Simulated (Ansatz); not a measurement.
Two isomers of C3H5NO: A = `NC1=C(O)C1`, B = `CCOC#N`.

Isolated molecules relaxed with PBE0-D4/def2-TZVP in Ansatz; ΔE leaves out vibrations. CCSD(T)/CBS adds triple-zeta CCSD(T) − MP2 to the extrapolated MP2 energy (def2 sets, frozen cores). Functionals use def2-TZVPP. B3LYP here is the variant with VWN-RPA as its local correlation; programs differ in this. One conformer a species, not always the lowest.

**Question.** Which is lower in electronic energy at CCSD(T)/CBS, and by how much? (Best estimate.)

**Answer.** Ansatz gave: B, by 38.9 kcal/mol.

**Question.** Give E(B) − E(A) in kcal/mol with CCSD(T)/def2-SVP, PBE0-D4, PBE-D4, LDA (SPW92), BLYP-D4, r2SCAN-D4, B3LYP. (Best estimate.)

**Answer.** The calculation gave: CCSD(T)/def2-SVP -43.3, PBE0-D4 -31.5, PBE-D4 -31.4, LDA (SPW92) -23.8, BLYP-D4 -39.3, r2SCAN-D4 -35.6, B3LYP -38.6. None reverses the order clearly.

**Question.** Does the order hold for the free energy at 298.15 K (harmonic terms from PBE0-D4)? (Best estimate.)

**Answer.** Computed: Yes: G(B) − G(A) = -39.0 kcal/mol, for one conformer each.

Largest T1 diagnostic: 0.013.

At CCSD(T), def2-SVP lies −4.5 kcal/mol from the extrapolated value and def2-TZVPP −2.6 kcal/mol. From r2SCAN to r2SCAN0 (25 % exact exchange), in def2-TZVPP and without D4, E(B) − E(A) moves by +1.3 kcal/mol.
